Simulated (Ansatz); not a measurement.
# AlBH6Si: single points off equilibrium

Aim: energy, forces and dipole at a structure displaced at random from a GFN2-xTB minimum, from CCSD(T) and from density functionals.

Program: Ansatz 0.2.0, Gaussian basis. Level of theory: single points in def2-TZVPP. These are calculated values, not measurements.

Correlated methods freeze the cores.

**1. The system as given**

SMILES `[AlH2][BH][SiH3]`, 9 atoms, charge 0, spin multiplicity 1.

Atoms are counted from 1 here; the program's logs count them from 0.

Bond lengths: Al1–B2 2.057 Å, Al1–H4 1.567 Å, Al1–H5 1.501 Å, B2–Si3 2.002 Å, B2–H6 0.998 Å, Si3–H7 1.270 Å, Si3–H8 1.416 Å, Si3–H9 1.531 Å. Angles: B2–Al1–H4 123.5°, B2–Al1–H5 129.1°, H4–Al1–H5 107.3°, Al1–B2–Si3 115.5°, Al1–B2–H6 118.6°, Si3–B2–H6 125.9°, B2–Si3–H7 115.0°, B2–Si3–H8 114.4°, B2–Si3–H9 101.9°, H7–Si3–H8 110.2°, H7–Si3–H9 114.1°, H8–Si3–H9 100.1°.

As a file:

```
Al   -1.0801    1.0149   -1.1310
B     0.4151    0.8176    0.2678
Si    0.8031   -1.0568    0.8552
H    -1.8891   -0.1955   -1.7098
H    -1.5636    2.2511   -1.8321
H     0.8854    1.6393    0.5842
H     2.0019   -1.2674    1.2185
H     0.3865   -2.0551   -0.0590
H    -0.2322   -1.2614    1.9650
```

**2. CCSD(T)/def2-TZVPP**

File run/in.yaml:

```yaml
crystal:
  periodic: [false, false, false]
  atoms:
    - {symbol: Al, position_ang: [-1.080100, 1.014900, -1.131000]}
    - {symbol: B, position_ang: [0.415100, 0.817600, 0.267800]}
    - {symbol: Si, position_ang: [0.803100, -1.056800, 0.855200]}
    - {symbol: H, position_ang: [-1.889100, -0.195500, -1.709800]}
    - {symbol: H, position_ang: [-1.563600, 2.251100, -1.832100]}
    - {symbol: H, position_ang: [0.885400, 1.639300, 0.584200]}
    - {symbol: H, position_ang: [2.001900, -1.267400, 1.218500]}
    - {symbol: H, position_ang: [0.386500, -2.055100, -0.059000]}
    - {symbol: H, position_ang: [-0.232200, -1.261400, 1.965000]}
basis:
  gaussian: {orbitals: def2-TZVPP}
correlation: {method: ccsd_t}
output: {forces: true}
```

The command line of these runs was not kept.

**3. PBE0-D4/def2-TZVPP**

run/in.yaml: that of step 2 with these lines changed.

```diff
@@ -14,3 +14,3 @@
   gaussian: {orbitals: def2-TZVPP}
-correlation: {method: ccsd_t}
-output: {forces: true}
+hamiltonian: {xc: pbe0, dispersion: d4}
+output: {forces: true, orbitals: {seedname: orbitals}}
```

**4. wB97M-V/def2-TZVPP**

run/in.yaml: that of step 3 with these lines changed.

```diff
@@ -14,3 +14,3 @@
   gaussian: {orbitals: def2-TZVPP}
-hamiltonian: {xc: pbe0, dispersion: d4}
-output: {forces: true, orbitals: {seedname: orbitals}}
+hamiltonian: {xc: {name: wB97M-V}}
+output: {forces: true}
```

**5. r2SCAN-D4/def2-TZVPP**

run/in.yaml: that of step 4 with these lines changed.

```diff
@@ -14,3 +14,3 @@
   gaussian: {orbitals: def2-TZVPP}
-hamiltonian: {xc: {name: wB97M-V}}
+hamiltonian: {xc: r2scan, dispersion: d4}
 output: {forces: true}
```

**6. PBE-D4/def2-TZVPP**

run/in.yaml: that of step 5 with these lines changed.

```diff
@@ -14,3 +14,3 @@
   gaussian: {orbitals: def2-TZVPP}
-hamiltonian: {xc: r2scan, dispersion: d4}
+hamiltonian: {xc: pbe, dispersion: d4}
 output: {forces: true}
```

**7. r2SCAN0-D4/def2-TZVPP**

run/in.yaml: that of step 6 with these lines changed.

```diff
@@ -14,3 +14,3 @@
   gaussian: {orbitals: def2-TZVPP}
-hamiltonian: {xc: pbe, dispersion: d4}
+hamiltonian: {xc: {name: r2SCAN0}, dispersion: d4}
 output: {forces: true}
```

**8. BLYP-D4/def2-TZVPP**

run/in.yaml: that of step 7 with these lines changed.

```diff
@@ -14,3 +14,3 @@
   gaussian: {orbitals: def2-TZVPP}
-hamiltonian: {xc: {name: r2SCAN0}, dispersion: d4}
+hamiltonian: {xc: {name: BLYP}, dispersion: d4}
 output: {forces: true}
```

(Steps that only read results are left out.)

Q: Predict the outcome of this session. Wanted: energy less free atoms, CCSD(T)/def2-TZVPP; RMS force component; RMS force error; HOMO and LUMO, PBE0-D4; T1 diagnostic.

The runs gave:

| quantity | value |
| --- | --- |
| energy less free atoms, CCSD(T)/def2-TZVPP | -23.119 eV |
| RMS force component | 2.662 to 2.748 eV/Å over the methods |
| RMS force error | PBE0-D4 0.080, wB97M-V 0.071, r2SCAN-D4 0.085, PBE-D4 0.149, r2SCAN0-D4 0.056, BLYP-D4 0.097 eV/Å |
| HOMO and LUMO, PBE0-D4 | -7.25 and -3.43 eV |
| T1 diagnostic | 0.012 |

In words: Against CCSD(T) the functionals' energies less atoms differ by -0.719 to -0.164 eV, PBE-D4 by -0.164 eV. A larger basis would deepen the CCSD(T) value, while the functionals are nearly converged already, so the order here is not reliable. For forces r2SCAN0-D4 does best and PBE-D4 worst. Frozen-core CCSD(T) forces in triple zeta carry basis errors of their own, and this is one geometry, so small gaps rank nothing.
